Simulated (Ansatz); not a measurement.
Reaction (cleavage of the B–Si bond): `[SiH3]B[SiH3]` + HCl → `[SiH3]BCl` + SiH₄

Isolated molecules relaxed with PBE0-D4/def2-TZVP in Ansatz; ΔE leaves out vibrations. CBS: MP2 limit from def2 TZ/QZ plus the TZ coupled-cluster correction, frozen cores. This one scheme is used for every species. DFT in def2-TZVPP. HSE06 is defined as in plane-wave codes.

`[SiH3]B[SiH3]`:

```xyz
10

Si    0.088   -1.785   -0.015
B     0.743    0.103    0.154
Si   -0.374    1.739   -0.166
H    -0.357   -2.162    1.362
H     1.154   -2.740   -0.425
H    -1.075   -1.948   -0.929
H     1.847    0.268    0.588
H    -0.900    2.118    1.181
H    -1.540    1.517   -1.064
H     0.415    2.890   -0.686
```

HCl:

```xyz
2

Cl   -0.024   -0.551   -0.324
H     0.024    0.551    0.324
```

`[SiH3]BCl`:

```xyz
7

Si   -0.204    0.154    0.828
B     0.374   -0.140   -1.081
Cl   -0.614   -1.025   -2.205
H     0.817   -0.441    1.737
H    -1.531   -0.441    1.132
H    -0.250    1.618    1.101
H     1.408    0.275   -1.512
```

SiH₄:

Cartesian coordinates in Å:
```
Si 0.000 0.000 0.000
H -0.068 0.973 1.119
H 1.294 0.154 -0.712
H -1.117 0.253 -0.944
H -0.109 -1.380 0.537
```

| level | ΔE (kcal/mol) | difference from CCSD(T)/CBS |
| --- | --- | --- |
| LDA (SPW92) | -25.9 | 0.6 |
| revPBE-D4 | -25.3 | 1.2 |
| r2SCAN-D4 | -26.6 | -0.1 |
| ωB97X-V | -26.7 | -0.2 |
| revPBE | -25.8 | 0.7 |
| HSE06 | -26.0 | 0.5 |
| CAM-B3LYP | -27.8 | -1.3 |
| CCSD/def2-SVP | -29.1 | -2.6 |
| MP2/def2-TZVPP | -28.8 | -2.3 |
| CCSD/def2-TZVPP | -26.4 | 0.1 |
| CCSD(T)/CBS | -26.5 | 0 |

Largest T1 diagnostic among the species: 0.014.

At CCSD(T), def2-SVP lies −3.1 kcal/mol from the extrapolated value and def2-TZVPP −0.2 kcal/mol. Leaving LDA and LC-ωPBE aside and taking each functional with its dispersion term where it has one, the values, not all of them listed here, spread over 2.9 kcal/mol, from B2PLYP to revPBE-D4.
